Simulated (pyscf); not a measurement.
Structures and frequencies: ωB97X-D3(BJ)/def2-SVP in PySCF.

Problem. HO–Ta(OH)(Cl)(Cl)–Cl + HCl -> HO–Ta(Cl)(Cl)(Cl)–Cl + H₂O
Surface: singlet. Broken: O–Ta, Cl–H. Formed: Cl–Ta, H–O. Give ΔE‡ and ΔE from ωB97M-D3(BJ)/def2-TZVP, relative to the separated reactants.

Solution. ΔE‡ = 0.13 eV, ΔE = +0.08 eV. Zero-point energy shifts the barrier by +0.03 eV. It is a four-centre exchange, with an imaginary mode of 553i cm⁻¹. On the reactant side the descent ends in an adduct with a Cl–Ta contact, 0.24 eV under the separated species and 0.18 eV under the saddle at ωB97X-D3(BJ)/def2-TZVP. On the product side the descent ends in an adduct with a O–Ta contact (not fully relaxed), 0.94 eV under the separated species and 0.95 eV under the saddle at ωB97X-D3(BJ)/def2-TZVP. What is counted as formed (Cl–Ta) is already present as a longer contact in the reactant adduct; forming that adduct is a step of its own. What is counted as broken (O–Ta) persists as a longer contact in the product adduct; parting that adduct is a step of its own. At ωB97X-D3(BJ)/def2-TZVP the barrier from the zero used here is -0.06 eV. This is the saddle that the search found; another between the same sides may lie lower. Elements past Kr carry the def2 core potentials, without spin-orbit coupling.
